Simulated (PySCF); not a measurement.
Dipole moment and polarisability across levels of theory

Compound: 1,2-difluoroethane, C2H4F2.
SMILES: `FCCF`

PySCF, dipoles from the SCF density, polarisabilities from static response with core orbitals frozen. The structure is a single PBE0-D3(BJ)/def2-SVP conformer in the gas phase; no vibrational or solvent corrections.

Task: Compare the levels for these properties.

Result: 

```
              level  μ (D)  α (Å³)  anisotropy (Å³)
      LDA/def2-SVPD  2.636    4.58             0.35
      PBE/def2-SVPD  2.547    4.55             0.34
    B3LYP/def2-SVPD  2.718    4.37             0.28
     PBE0/def2-SVPD  2.699    4.31             0.28
BHandHLYP/def2-SVPD  2.873    4.16             0.24
CAM-B3LYP/def2-SVPD  2.799    4.31             0.27
  wB97X-D/def2-SVPD  2.742    4.29             0.26
  LC-wPBE/def2-SVPD  2.791    4.23             0.26
       HF/def2-SVPD  3.010    3.95             0.17
        PBE0/6-31G*  2.385    3.48             0.09
      PBE0/def2-SVP  2.546    3.48             0.16
       PBE0/6-31+G*  2.833    3.92             0.17
   PBE0/aug-cc-pVDZ  2.629    4.38             0.30
     PBE0/def2-TZVP  2.568    4.04             0.20
    PBE0/def2-TZVPD  2.611    4.41             0.30
   PBE0/aug-cc-pVTZ  2.612    4.43             0.30
```

The anisotropy is √(½[(α1 − α2)² + (α2 − α3)² + (α3 − α1)²]). The dipole runs from 2.38 D (PBE0/6-31G*) to 3.01 D (HF/def2-SVPD). No reference polarisability is at hand; against PBE0 in the largest diffuse basis at hand (aug-cc-pVTZ) the other PBE0 rows deviate by 6-31G* -21%, def2-SVP -21%, 6-31+G* -11%, def2-SVPD -3%, aug-cc-pVDZ -1%, def2-TZVP -9%, def2-TZVPD 0%. In one basis (def2-SVPD) the functionals order the polarisability from HF (lowest) to LDA (highest), a spread of 16%. With PBE0 the polarisability is 3.67 Å³ without diffuse functions (mean of 6-31G*, def2-SVP and def2-TZVP) and 4.29 Å³ with them (mean of 6-31+G*, def2-SVPD, aug-cc-pVDZ, def2-TZVPD and aug-cc-pVTZ).
